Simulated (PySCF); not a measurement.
**How the method moves the HOMO and LUMO of C3H8O**

C3H8O.
Geometry (PBE0-D3(BJ)/def2-SVP, Å), atoms numbered from 1 in this order:
```
atom  x, y, z in Å
C1    -1.493    0.083    0.265
C2    -0.186    0.088   -0.510
C3     1.016   -0.283    0.343
O4     2.214   -0.344   -0.383
H5    -1.710   -0.917    0.675
H6    -1.463    0.786    1.114
H7    -2.343    0.369   -0.371
H8    -0.235   -0.612   -1.360
H9    -0.016    1.090   -0.948
H10    1.090    0.416    1.203
H11    0.865   -1.286    0.776
H12    2.377    0.530   -0.753
```

The species is `CCCO` (C3H8O).

Basis pcSseg-2 throughout (PySCF), one geometry. One conformer (not necessarily the lowest) at the PBE0-D3(BJ)/def2-SVP geometry, without solvent, vibrations or thermal averaging.

Q: How do the orbital energies, the gap and the dipole change with the method?

A: 
| method | kind | HOMO (eV) | LUMO (eV) | gap (eV) | μ (D) | SCF cycles |
| --- | --- | --- | --- | --- | --- | --- |
| OPBE | GGA | -6.12 | -0.08 | 6.04 | 1.58 | 14 |
| BLYP | GGA | -6.12 | -0.23 | 5.90 | 1.64 | 14 |
| PBE | GGA | -6.19 | -0.20 | 5.99 | 1.63 | 14 |
| B97-D | GGA | -6.22 | -0.05 | 6.18 | 1.63 | 13 |
| BP86 | GGA | -6.30 | -0.04 | 6.27 | 1.64 | 13 |
| LDA | LDA | -6.33 | -0.30 | 6.03 | 1.70 | 13 |
| KT2 | GGA | -6.36 | -0.15 | 6.21 | 1.60 | 13 |
| KT3 | GGA | -6.37 | -0.36 | 6.01 | 1.58 | 14 |
| B3LYP | global hybrid | -7.59 | 0.22 | 7.81 | 1.71 | 12 |
| PBE0 | global hybrid | -7.82 | 0.55 | 8.37 | 1.70 | 12 |
| mPW1PW91 | global hybrid | -7.86 | 0.52 | 8.38 | 1.70 | 12 |
| HF | Hartree–Fock | -11.85 | 2.67 | 14.51 | 1.84 | 10 |

The HOMO spans 5.72 eV, from OPBE down to HF, and the gap runs from 5.90 eV (BLYP) to 14.51 eV (HF). Over the methods OPBE (0 %), BLYP (0 %), PBE (0 %), B97-D (0 %), BP86 (0 %), LDA (0 %), KT2 (0 %), KT3 (0 %), B3LYP (20 %), PBE0 (25 %), mPW1PW91 (25 %), HF (100 %), a straight line through the gap against the share of exact exchange rises by 0.85 eV for each 10 % (correlation coefficient 0.999). The dipole ranges from 1.58 D (KT3) to 1.84 D (HF). This basis has no diffuse functions.

The vertical ΔSCF ionisation energy at B3LYP/def2-SVPD is 10.33 eV; −ε(HOMO) comes closest to it with HF (11.85 eV).
